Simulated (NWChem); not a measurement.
Program: NWChem. System: H2Si, charge 0, spin multiplicity 1, optimised in this run. The structure started from a generated list of species. Level: PBE0/def2-SVP.

Job file:

```
start mol
memory heap 200 mb stack 900 mb global 1100 mb
geometry units angstroms
  Si     0.000000     0.000000     0.122977
  H      1.112526     0.000000    -0.860836
  H     -1.112526     0.000000    -0.860836
  symmetry group C2v
end
basis spherical
  * library def2-svp
end
dft
  xc pbe0
  semidirect memsize 60000000 filesize 0
  iterations 100
end
driver
  maxiter 80
end
task dft optimize
task dft freq
```

Part of the output:

```
             Northwest Computational Chemistry Package (NWChem) 7.3.0
             --------------------------------------------------------

                                NWChem Input Module
                                -------------------

 Scaling coordinates for geometry "geometry" by  1.889725989
 (inverse scale =  0.529177249)

 Turning off AUTOSYM since
 SYMMETRY directive was detected!

          ------
          auto-z
          ------

                             Geometry "geometry" -> ""
                             -------------------------

 Output coordinates in angstroms (scale by  1.889725989 to convert to a.u.)

  No.       Tag          Charge          X              Y              Z
 ---- ---------------- ---------- -------------- -------------- --------------
    1 Si                  14.0000     0.00000000     0.00000000     0.12297663
    2 H                    1.0000     1.11252600     0.00000000    -0.86083638
    3 H                    1.0000    -1.11252600     0.00000000    -0.86083638

 Effective nuclear repulsion energy (a.u.)      10.2147267087

            Nuclear Dipole moment (a.u.)
            ----------------------------
        X                 Y               Z
 ---------------- ---------------- ----------------
     0.0000000000     0.0000000000     0.0000000000

      Symmetry information
      --------------------

 Group name             C2v
 Group number             16
 Group order               4
 No. of unique centers     2

      Symmetry unique atoms

     1    2


 Summary of "ao basis" -> "" (spherical)
 ------------------------------------------------------------------------------
       Tag                 Description            Shells   Functions and Types
 ---------------- ------------------------------  ------  ---------------------
 *                          def2-svp                  on all atoms

                           NWChem Geometry Optimization
                           ----------------------------

 maximum gradient threshold         (gmax) =   0.000450
 rms gradient threshold             (grms) =   0.000300
 maximum cartesian step threshold   (xmax) =   0.001800
 rms cartesian step threshold       (xrms) =   0.001200
 fixed trust radius                (trust) =   0.300000
 maximum step size to saddle      (sadstp) =   0.100000
 energy precision                  (eprec) =   5.0D-06
 maximum number of steps          (nptopt) =   80
 initial hessian option           (inhess) =    0
 line search option               (linopt) =    1
 hessian update option            (modupd) =    1
 saddle point option              (modsad) =    0
 initial eigen-mode to follow     (moddir) =    0
 initial variable to follow       (vardir) =    0
 follow first negative mode     (firstneg) =    T
 apply conjugacy                    (opcg) =    F
 source of zmatrix                         =   autoz

          -------------------
          Energy Minimization
          -------------------

 Names of Z-matrix variables
    1              2              3

 Variables with the same non-blank name are constrained to be equal

 Using diagonal initial Hessian
 Scaling for Hessian diagonals: bonds = 1.00  angles = 0.25  torsions = 0.10

          --------
          Step   0
          --------

                         Geometry "geometry" -> "geometry"
                         ---------------------------------

 Output coordinates in angstroms (scale by  1.889725989 to convert to a.u.)

  No.       Tag          Charge          X              Y              Z
 ---- ---------------- ---------- -------------- -------------- --------------
    1 Si                  14.0000     0.00000000     0.00000000     0.12297663
    2 H                    1.0000     1.11252600     0.00000000    -0.86083638
    3 H                    1.0000    -1.11252600     0.00000000    -0.86083638

 Effective nuclear repulsion energy (a.u.)      10.2147267087

            Nuclear Dipole moment (a.u.)
            ----------------------------
        X                 Y               Z
 ---------------- ---------------- ----------------
     0.0000000000     0.0000000000     0.0000000000

      Symmetry information
      --------------------

 Group name             C2v
 Group number             16
 Group order               4
 No. of unique centers     2

      Symmetry unique atoms

     1    2

                                 NWChem DFT Module
                                 -----------------

 Summary of "ao basis" -> "ao basis" (spherical)
 ------------------------------------------------------------------------------
       Tag                 Description            Shells   Functions and Types
 ---------------- ------------------------------  ------  ---------------------
 Si                         def2-svp                 8       18   4s3p1d
 H                          def2-svp                 3        5   2s1p

 Summary of "ao basis" -> "ao basis" (spherical)
 ------------------------------------------------------------------------------
       Tag                 Description            Shells   Functions and Types
 ---------------- ------------------------------  ------  ---------------------
 Si                         def2-svp                 8       18   4s3p1d
 H                          def2-svp                 3        5   2s1p

      Symmetry analysis of basis
      --------------------------

        a1         13
        a2          2
        b1          8
        b2          5

            General Information
            -------------------
          SCF calculation type: DFT
[...]
     3     27    6.74D-04       6.6
     4     36    3.65D-05       7.2

 HESSIAN: the CPHF contributions are done

 Derivative Dipole

 X vector of derivative dipole (au) [debye/angstrom]
 d_dipole_x/<atom=   1,x> =     0.5041     [    2.4215]
 d_dipole_x/<atom=   1,y> =     0.0000     [    0.0000]
 d_dipole_x/<atom=   1,z> =     0.0000     [    0.0000]
 d_dipole_x/<atom=   2,x> =    -0.2521     [   -1.2108]
 d_dipole_x/<atom=   2,y> =    -0.0000     [   -0.0000]
 d_dipole_x/<atom=   2,z> =     0.2810     [    1.3497]
 d_dipole_x/<atom=   3,x> =    -0.2521     [   -1.2108]
 d_dipole_x/<atom=   3,y> =    -0.0000     [   -0.0000]
 d_dipole_x/<atom=   3,z> =    -0.2810     [   -1.3497]

 Y vector of derivative dipole (au) [debye/angstrom]
 d_dipole_y/<atom=   1,x> =     0.0000     [    0.0000]
 d_dipole_y/<atom=   1,y> =    -0.0699     [   -0.3357]
 d_dipole_y/<atom=   1,z> =     0.0000     [    0.0000]
 d_dipole_y/<atom=   2,x> =     0.0000     [    0.0000]
 d_dipole_y/<atom=   2,y> =     0.0349     [    0.1678]
 d_dipole_y/<atom=   2,z> =    -0.0000     [   -0.0000]
 d_dipole_y/<atom=   3,x> =    -0.0000     [   -0.0000]
 d_dipole_y/<atom=   3,y> =     0.0349     [    0.1678]
 d_dipole_y/<atom=   3,z> =    -0.0000     [   -0.0000]

 Z vector of derivative dipole (au) [debye/angstrom]
 d_dipole_z/<atom=   1,x> =     0.0000     [    0.0000]
 d_dipole_z/<atom=   1,y> =    -0.0000     [   -0.0000]
 d_dipole_z/<atom=   1,z> =     0.7641     [    3.6701]
 d_dipole_z/<atom=   2,x> =     0.1047     [    0.5027]
 d_dipole_z/<atom=   2,y> =     0.0000     [    0.0000]
 d_dipole_z/<atom=   2,z> =    -0.3821     [   -1.8351]
 d_dipole_z/<atom=   3,x> =    -0.1047     [   -0.5027]
 d_dipole_z/<atom=   3,y> =     0.0000     [    0.0000]
 d_dipole_z/<atom=   3,z> =    -0.3821     [   -1.8351]

 HESSIAN: the Hessian is done

  Vibrational analysis via the FX method

  See chapter 2 in "Molecular Vibrations" by Wilson, Decius and Cross

  Vib: Default input used

 ---------------------------- Atom information ----------------------------
     atom    #        X              Y              Z            mass
 --------------------------------------------------------------------------
    Si       1  0.0000000D+00  0.0000000D+00  3.4491554D-01  2.7976930D+01
    H        2  2.0714121D+00  0.0000000D+00 -1.6830066D+00  1.0078250D+00
    H        3 -2.0714121D+00  0.0000000D+00 -1.6830066D+00  1.0078250D+00
 --------------------------------------------------------------------------

          ----------------------------------------------------
          MASS-WEIGHTED NUCLEAR HESSIAN (Hartree/Bohr/Bohr/Kamu)
          ----------------------------------------------------

               1            2            3            4            5            6            7            8            9
   ----- ----- ----- ----- -----
    1    5.67548D+00
    2    3.49362D-05  6.38843D-04
    3    3.48842D-05 -3.97289D-05  6.51764D+00
    4   -1.49528D+01 -3.14761D-07  1.10324D+01  8.98943D+01
    5   -1.70491D-08 -1.55007D-03 -7.49055D-08  6.98495D-08  6.12402D-03
    6    1.46378D+01 -2.09731D-08 -1.71708D+01 -6.76233D+01 -1.64985D-07  8.29867D+01
    7   -1.49528D+01 -3.43243D-07 -1.10324D+01 -1.11131D+01  1.03561D-06 -9.49717D+00  8.98944D+01
    8    9.84320D-09 -1.55003D-03 -8.67824D-08 -1.60328D-08  1.76022D-03  1.85349D-07  7.65286D-08  6.12385D-03
    9   -1.46378D+01 -1.59057D-07 -1.71708D+01  9.49750D+00  2.31786D-07  7.48097D+00  6.76233D+01  1.99604D-07  8.29867D+01


 ----------------------------------------------------------------------------
 Normal Eigenvalue ||         Derivative Dipole Moments (debye/angs)
  Mode   [cm**-1]  ||      [d/dqX]             [d/dqY]           [d/dqZ]
 ------ ---------- || ------------------ ------------------ -----------------
    1       -4.120 ||      -0.006               0.000             0.000
    2       -3.295 ||      -0.002              -0.000            -0.000
    3        0.913 ||      -0.000               0.002             0.000
    4       10.738 ||      -0.000              -0.000            -0.000
    5       12.209 ||      -0.168               0.000            -0.000
    6       14.983 ||      -0.000              -0.245            -0.000
    7     1012.291 ||       0.000              -0.000            -1.432
    8     2051.135 ||      -0.000              -0.000            -2.370
    9     2055.921 ||      -2.590              -0.000             0.000
 ----------------------------------------------------------------------------

 ----------------------------------------------------------------------------
 Normal Eigenvalue ||                 Infra Red Intensities
  Mode   [cm**-1]  || [atomic units] [(debye/angs)**2] [(KM/mol)] [arbitrary]
 ------ ---------- || -------------- ----------------- ---------- -----------
    1       -4.120 ||    0.000002           0.000         0.002       0.000
    2       -3.295 ||    0.000000           0.000         0.000       0.000
    3        0.913 ||    0.000000           0.000         0.000       0.000
    4       10.738 ||    0.000000           0.000         0.000       0.000
    5       12.209 ||    0.001225           0.028         1.194       0.176
    6       14.983 ||    0.002596           0.060         2.531       0.373
    7     1012.291 ||    0.088842           2.050        86.607      12.758
    8     2051.135 ||    0.243422           5.616       237.300      34.956
    9     2055.921 ||    0.290651           6.706       283.341      41.738
 ----------------------------------------------------------------------------

        Vibrational analysis via the FX method
  --- with translations and rotations projected out ---
  --- via the Eckart algorithm                      ---
 Projected Nuclear Hessian trans-rot subspace norm:6.6204D-34
                         (should be close to zero!)

          --------------------------------------------------------
          MASS-WEIGHTED PROJECTED HESSIAN (Hartree/Bohr/Bohr/Kamu)
          --------------------------------------------------------

               1            2            3            4            5            6            7            8            9
   ----- ----- ----- ----- -----
    1    5.67570D+00
    2   -7.56903D-21  0.00000D+00
    3    1.27154D-05  1.51381D-20  6.51783D+00
    4   -1.49519D+01  2.33278D-20  1.10323D+01  8.98927D+01
    5   -1.27252D-20  0.00000D+00  1.90245D-20  3.34972D-20  0.00000D+00
    6    1.46380D+01 -5.11441D-20 -1.71704D+01 -6.76251D+01 -8.29222D-20  8.29854D+01
    7   -1.49519D+01  1.68241D-20 -1.10323D+01 -1.11148D+01  3.36511D-20 -9.49861D+00  8.98926D+01
    8   -1.27276D-20  0.00000D+00  1.90226D-20  3.34587D-20  0.00000D+00 -8.29222D-20  3.35870D-20  0.00000D+00
    9   -1.46380D+01 -9.58038D-21 -1.71704D+01  9.49882D+00 -1.73385D-20  7.48093D+00  6.76253D+01 -1.72872D-20  8.29858D+01

 center of mass
 --------------
 x =   0.00000000 y =   0.00000000 z =   0.20862912

 moments of inertia (a.u.)
 ------------------
           7.732214556995           0.000000000000           0.000000000000
           0.000000000000          16.380861145018           0.000000000000
           0.000000000000           0.000000000000           8.648646588022

 Rotational Constants
 --------------------
 A=   7.785632 cm-1  ( 11.201537 K)
 B=   6.960647 cm-1  ( 10.014595 K)
 C=   3.675031 cm-1  (  5.287432 K)

 Temperature                      =   298.15K
 frequency scaling parameter      =   1.0000

 Zero-Point correction to Energy  =    7.315 kcal/mol  (  0.011657 au)
 Thermal correction to Energy     =    9.114 kcal/mol  (  0.014524 au)
 Thermal correction to Enthalpy   =    9.706 kcal/mol  (  0.015468 au)

 Total Entropy                    =   49.577 cal/mol-K
   - Translational                =   36.112 cal/mol-K (mol. weight =  29.9926)
   - Rotational                   =   13.374 cal/mol-K (symmetry #  =        2)
   - Vibrational                  =    0.091 cal/mol-K

 Cv (constant volume heat capacity) =    6.342 cal/mol-K
   - Translational                  =    2.979 cal/mol-K
   - Rotational                     =    2.979 cal/mol-K
   - Vibrational                    =    0.383 cal/mol-K


 ----------------------------------------------------------------------------
 Normal Eigenvalue ||    Projected Derivative Dipole Moments (debye/angs)
  Mode   [cm**-1]  ||      [d/dqX]             [d/dqY]           [d/dqZ]
 ------ ---------- || ------------------ ------------------ -----------------
    1       -0.000 ||      -0.167               0.000            -0.000
    2       -0.000 ||       0.011              -0.000            -0.000
    3        0.000 ||       0.000              -0.063            -0.000
    4        0.000 ||      -0.000               0.167             0.000
    5        0.000 ||      -0.000               0.167             0.000
    6        0.000 ||      -0.016               0.000             0.000
    7     1012.275 ||       0.000              -0.000            -1.432
    8     2051.134 ||      -0.000               0.000             2.370
    9     2055.926 ||      -2.590              -0.000            -0.000
 ----------------------------------------------------------------------------

 ----------------------------------------------------------------------------
 Normal Eigenvalue ||           Projected Infra Red Intensities
  Mode   [cm**-1]  || [atomic units] [(debye/angs)**2] [(KM/mol)] [arbitrary]
 ------ ---------- || -------------- ----------------- ---------- -----------
    1       -0.000 ||    0.001210           0.028         1.179       0.174
    2       -0.000 ||    0.000005           0.000         0.005       0.001
    3        0.000 ||    0.000175           0.004         0.170       0.025
    4        0.000 ||    0.001211           0.028         1.180       0.174
    5        0.000 ||    0.001211           0.028         1.180       0.174
    6        0.000 ||    0.000012           0.000         0.011       0.002
    7     1012.275 ||    0.088843           2.050        86.609      12.758
    8     2051.134 ||    0.243421           5.616       237.298      34.955
    9     2055.926 ||    0.290651           6.706       283.341      41.738
 ----------------------------------------------------------------------------

 Task  times  cpu:        6.2s     wall:        6.2s

 Total times  cpu:        7.3s     wall:        7.3s
```
